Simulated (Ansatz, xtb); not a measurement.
Two isomers of C3H6Cl2

Structure X is `CC(C)(Cl)Cl`, a singlet and structure Y is `ClCCCCl`, a singlet. Both are isolated molecules in the gas phase, relaxed with PBE-D3(BJ)/def2-SVP, each in the lowest conformer that the search found.

X (Å):

```json
{"atom": "C", "x (Å)": "-0.6801", "y (Å)": "-0.3266", "z (Å)": "0.2163"}
{"atom": "C", "x (Å)": "-0.3667", "y (Å)": "-0.8084", "z (Å)": "-1.1915"}
{"atom": "C", "x (Å)": "1.1173", "y (Å)": "-0.9574", "z (Å)": "-1.4874"}
{"atom": "Cl", "x (Å)": "-1.1718", "y (Å)": "-2.4238", "z (Å)": "-1.4428"}
{"atom": "Cl", "x (Å)": "-1.0778", "y (Å)": "0.3758", "z (Å)": "-2.3801"}
{"atom": "H", "x (Å)": "-0.2735", "y (Å)": "-1.0453", "z (Å)": "0.9554"}
{"atom": "H", "x (Å)": "-1.7725", "y (Å)": "-0.2410", "z (Å)": "0.3629"}
{"atom": "H", "x (Å)": "-0.2162", "y (Å)": "0.6660", "z (Å)": "0.3823"}
{"atom": "H", "x (Å)": "1.5651", "y (Å)": "-1.6907", "z (Å)": "-0.7877"}
{"atom": "H", "x (Å)": "1.6227", "y (Å)": "0.0206", "z (Å)": "-1.3604"}
{"atom": "H", "x (Å)": "1.2729", "y (Å)": "-1.3094", "z (Å)": "-2.5238"}
```

Y (Å):

```
atom    x (Å)    y (Å)    z (Å)
   C  -0.7246   0.0640   0.0203
   C   0.1663  -0.4144  -1.1167
   C  -0.5457  -1.2582  -2.1640
  Cl  -2.0414   1.1553  -0.5712
  Cl  -1.1908  -2.7966  -1.4624
   H  -0.1481   0.6372   0.7703
   H  -1.2189  -0.7929   0.5175
   H   0.6164   0.4631  -1.6301
   H   1.0030  -0.9987  -0.6755
   H   0.1385  -1.5441  -2.9846
   H  -1.4114  -0.7112  -2.5849
```

Quicker runs give these differences E(Y) − E(X): GFN2-xTB +6.32 kcal/mol; HF/STO-3G −1.63 kcal/mol (at GFN2-xTB geometries); r2SCAN-D4/def2-SVP +2.94 kcal/mol (at GFN2-xTB geometries).

Question: Estimate E(Y) − E(X) at the level CCSD(T)/def2-SVP + ΔMP2/def2-TZVPP.

Answer: Calculated at CCSD(T)/def2-SVP + ΔMP2/def2-TZVPP: E(Y) − E(X) = +1.90 kcal/mol, so structure X lies lower.

The same difference at several levels:

| level | geometry | E(Y) − E(X) (kcal/mol) | departure from the last row (kcal/mol) | job, with rough time for the two |
| --- | --- | --- | --- | --- |
| GFN2-xTB | GFN2-xTB | +6.32 | +4.42 | optimisation, 0.11 s |
| HF/STO-3G | GFN2-xTB | −1.63 | −3.53 | single point, 0.36 s |
| r2SCAN-D4/def2-SVP | GFN2-xTB | +2.94 | +1.04 | single point, 4.5 s |
| PBE-D3(BJ)/def2-SVP | PBE-D3(BJ)/def2-SVP | +2.28 | +0.38 | optimisation, 16 s |
| HF/def2-SVP | PBE-D3(BJ)/def2-SVP | −1.43 | −3.33 | part of the CCSD(T) run |
| MP2/def2-SVP | PBE-D3(BJ)/def2-SVP | +4.05 | +2.15 | part of the CCSD(T) run |
| CCSD(T)/def2-SVP | PBE-D3(BJ)/def2-SVP | +3.03 | +1.13 | single point |
| CCSD(T)/def2-SVP + ΔMP2/def2-TZVPP | PBE-D3(BJ)/def2-SVP | +1.90 |  | single point, 29 s |

As drawn, both hold the same kinds of bond in the same numbers. Structure X has 2 methyl groups, Y 0.

HF/STO-3G, HF/def2-SVP put the two in the other order. The largest departure from CCSD(T)/def2-SVP + ΔMP2/def2-TZVPP is that of GFN2-xTB, 4.42 kcal/mol. The last row adds to CCSD(T) the change of the MP2 difference between the two basis sets, here −1.13 kcal/mol.

With harmonic frequencies from PBE-D3(BJ)/def2-SVP (ideal gas, rigid rotor, one conformer each, 298.15 K, 1 atm): the zero-point term adds +1.19 kcal/mol; ΔH is +2.91 and ΔG +2.51 kcal/mol.

Tabulated enthalpies of formation at 298 K are −173.2 kJ/mol for X (CRC Handbook of Chemistry and Physics) and −159.2 kJ/mol for Y (CRC Handbook of Chemistry and Physics), a difference of +3.35 kcal/mol. Calculated less tabulated ΔH, with the same thermal term: GFN2-xTB +3.98, HF/STO-3G −3.97, r2SCAN-D4/def2-SVP +0.60, PBE-D3(BJ)/def2-SVP −0.06, HF/def2-SVP −3.77, MP2/def2-SVP +1.71, CCSD(T)/def2-SVP +0.69, CCSD(T)/def2-SVP + ΔMP2/def2-TZVPP −0.44 kcal/mol. Handbook values carry no stated uncertainty.

The correlated steps freeze 13 core orbitals. Mirror images aren't counted in ΔG. Codes used: Ansatz 0.2.0, xtb 6.7.1; the last row on 2 threads of Arm Neoverse V2 on a shared host.
